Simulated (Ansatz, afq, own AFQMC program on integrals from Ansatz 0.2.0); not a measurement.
Integrals from Ansatz 0.2.0, then the random walk in our own AFQMC program (afq).

```yaml
crystal:
  periodic: [false, false, false]
  atoms:
    - {symbol: F, position_ang: [0.000000, 0.404845, 1.189431]}
    - {symbol: N, position_ang: [0.000000, 0.319204, -1.281601]}
    - {symbol: Si, position_ang: [0.000000, -0.433050, -0.165433]}
basis:
  gaussian: {orbitals: cc-pVDZ}
magnetization: {spin_polarized: true, initial_magnetization: 2}
correlation: {method: ccsd_t, electrons: outside_noble_gas, hamiltonian_folder: ham}
```

```sh
$ ansatz run in.yaml --threads 1 --pin off --events-out ev --progress --plain --max-ram 1382MiB
```

afq runs on the folder ham with

```
--method free --trial cisd --walkers 60 --time-step 0.03 --max-blocks 80 --target-error 0.00048 --factor-cut 1e-05 --seed 1917 --times 0,0.21,0.42,0.81,1.2,1.8,2.4,3 --taylor-order 8
```

Times are imaginary, in 1/Eh. The walk had a cap of 2050 s.

Output of the walk:

```
orbitals 39  electrons 9 7  factors 296 of 450
reference energy -442.63016437 Eh
CCSD correlation -0.39789268 Eh in 18 cycles, weight of the determinant in the CISD state 0.8634
repeat  energy at the last time / Eh  error
    10  -443.043820  0.004120
    20  -443.040993  0.002199
    30  -443.043233  0.001916
    40  -443.042708  0.001548
    50  -443.042825  0.001489
    60  -443.043849  0.001620
    70  -443.043588  0.001419
    80  -443.041893  0.001365
time / (1/Eh)  energy / Eh  error  mean overlap
  0.00  -443.028176  0.000423  1.1582
  0.21  -443.034513  0.000480  1.1570
  0.42  -443.037374  0.000595  1.1513
  0.81  -443.038606  0.000603  1.1566
  1.20  -443.038672  0.000646  1.1566
  1.80  -443.041063  0.000865  1.1543
  2.40  -443.038027  0.001013  1.1938
  3.00  -443.041893  0.001365  1.1809
energy -443.041893 +/- 0.001365 Eh
```

The run passed its tests (error under three times the target), which doesn't prove that it has relaxed.

Against this walk (error 37.1 meV) on the same determinant: CCSD(T) 83.7 meV higher. The error is statistical, and a free projection of finite length keeps a remainder of its start. None of these is a sure reference here. The last points scatter (meV from the last: 89 ± 16 at 0.81, 88 ± 18 at 1.20, 23 ± 24 at 1.80, 105 ± 28 at 2.40, 0 ± 37 at 3.00); the last is the one printed as the energy, and the gaps above move with that scatter.

Cautions: remainder of the start not in the error; error above the target (37.1 against 13.1 meV); lower spins were not checked.

The walk took 5.2 min on 1 thread of AMD EPYC 9R45 96-Core Processor (Zen 5), with other jobs on the host. The log's last line is the free-projection energy.

A walk keeps the symmetry of its determinant, which the program's search chose and which needn't be the lowest solution, so a lower state of the same spin and another symmetry isn't excluded.
